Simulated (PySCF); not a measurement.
P: ionisation energy

P [Ne] 3s2 3p3 (4S) → P⁺ [Ne] 3s2 3p2 (3P), as a difference of total energies. All numbers are calculated (PySCF 2.14, scalar relativity by spin-free X2C-1e, in cc-pVDZ-DK (4s3p1d, 18 functions)). Correlated levels: valence: [Ne] frozen. The calculations carry no spin-orbit coupling.

```tsv
method	ionisation energy (eV)	error (eV)
UHF	9.922	-0.604
r2SCAN	10.635	+0.109
M06-2X	10.292	-0.234
MP2 (valence)	10.305	-0.221
SCS-MP2 (valence)	10.165	-0.361
CCSD (valence)	10.231	-0.295
CCSD(T) (valence)	10.233	-0.293
```

Reference: 10.526 eV (measured; NIST levels, between the centres of gravity of the two terms).

Errors of the correlated levels include the incompleteness of this basis and the frozen core.
